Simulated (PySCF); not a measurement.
# Sulfur: a sound run and one with changed settings

Sound run: S [Ne] 3s2 3p4, S⁺ [Ne] 3s2 3p3. Calculation: PySCF 2.14, in 6-31G*; the non-relativistic Hamiltonian (point nucleus). In the sound run the correlated levels freeze [Ne]. The sound run starts from symmetry-adapted Hartree-Fock orbitals and uses a fine grid where one is needed.

Changed run: scalar relativity by spin-free X2C-1e. This setting is unsound on purpose.

```
species   method  sound run (hartree)  changed run (hartree)  converged
      S      UHF           -397.47464             -398.43945        yes
      S   r2SCAN           -398.05497             -399.01928        yes
      S     TPSS           -398.10547             -399.06976        yes
      S      MP2           -397.55092             -398.51577        yes
      S  CCSD(T)           -397.56991             -398.53473        yes
     S⁺      UHF           -397.13847             -398.10367        yes
     S⁺   r2SCAN           -397.67612             -398.64087        yes
     S⁺     TPSS           -397.72386             -398.68856        yes
     S⁺      MP2           -397.20271             -398.16794        yes
     S⁺  CCSD(T)           -397.22125             -398.18644        yes
```

Ionisation energy of S:

```
 method  sound run (eV)  changed run (eV)
    UHF           9.148             9.137
 r2SCAN          10.309            10.297
   TPSS          10.384            10.373
    MP2           9.475             9.465
SCS-MP2           9.503             9.492
   CCSD           9.475             9.465
CCSD(T)           9.487             9.478
```

Most of the change in total energy is the relativistic energy itself. On top of that the contraction fixes the core shape for the Hamiltonian it was made with, so the changed run is not a good calculation with the other Hamiltonian either.

For comparison, NIST gives 10.360 eV between the lowest levels.
